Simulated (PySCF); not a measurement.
**Spectroscopy problems**

PySCF 2.14 calculation with B3LYP/pcJ-1 coupling constants, geometry from PBE0-D3(BJ)/def2-SVP and shielding tensors at PBE0/pcSseg-1 (GIAO); isolated molecule, non-relativistic, one conformer, averaged over atoms made equivalent by symmetry, fast rotation or ring inversion.

Shifts are taken against calculated references (same method and geometry level): ¹H (σ = 31.27 ppm), ¹³C (σ = 184.41 ppm) vs TMS. Multiplet labels drop J under 1 Hz and among equivalent protons, and merge close values. Unscaled 3J(H,H) run several per cent high. Shifts are as computed. Against solution values, carbons near 30 ppm lie about +2 ppm off and those near 130 ppm about +5 ppm. Of 1211 compounds with measured shifts, 218 miss one by over three times the rms of a fit or turn the order of signals round; such compounds aren't used in these exercises. For the larger molecules the spin–dipole term is left out of H,H and C,H couplings. OH and NH positions are gas-phase values without hydrogen bonding to other molecules.

Question: C$_{2}$H$_{2}$N$_{2}$. ¹H NMR (400 MHz, computed): δ 12.26 (br s, 1H), 7.45 (s, 1H). ¹³C{¹H} NMR (computed): δ 150.6 (CH), 117.4 (C). Identify the compound.

Answer: C-Cyanomethanimine (SMILES [H]/N=C\C#N). Rings plus π bonds: 3 (no ring in the answer). 2 carbon signals for 2 carbons: no two carbons are equivalent. Carbon types of the structure: 1 × C, 1 × CH, leaving 1 H on heteroatoms. δC 150.6: C=N carbon. δC 117.4: nitrile carbon; C≡N carbons fall here, among the sp2 signals but without a proton. δH 12.26: hydrogen on an imine nitrogen; exchangeable, gas-phase position. δH 7.45: hydrogen on a C=N carbon.

Question: C$_{5}$H$_{8}$. ¹H NMR (600 MHz, computed): δ 5.84 (ddt, J = 17.9, 11.1, 8.5 Hz, 2H), 5.38 (dq, J = 17.9, 1.9 Hz, 2H), 5.27 (ddt, J = 11.1, 2.2, 1.3 Hz, 2H), 2.76 (t of quint, J = 8.5, 1.5 Hz, 2H). ¹³C{¹H} NMR (computed): δ 147.0, 123.5, 45.1. Give a structure.

Answer: `C=CCC=C`. Rings plus π bonds: 2 (no ring in the answer). 3 carbon signals for 5 carbons: some carbons are equivalent by symmetry or fast rotation. Carbon types of the structure: 2 × CH, 3 × CH2, which accounts for all hydrogens. δC 147.0: alkene CH; an sp2 carbon of a C=C bond. δC 123.5: terminal =CH2 carbon; an sp2 carbon of a C=C bond. δC 45.1: allylic sp3 CH2; saturated and bonded to C and H only. δH 5.84: hydrogen on an alkene CH; attached to an sp2 carbon and in the plane of the double bond. The protons at 5.38 and 5.84 share a coupling of 17.9 Hz (vicinal, trans across C=C). The protons at 5.27 and 5.84 share a coupling of 11.1 Hz (vicinal, cis across C=C). The protons at 5.84 and 2.76 share a coupling of 8.5 Hz (vicinal).

The shifts were computed for this structure.
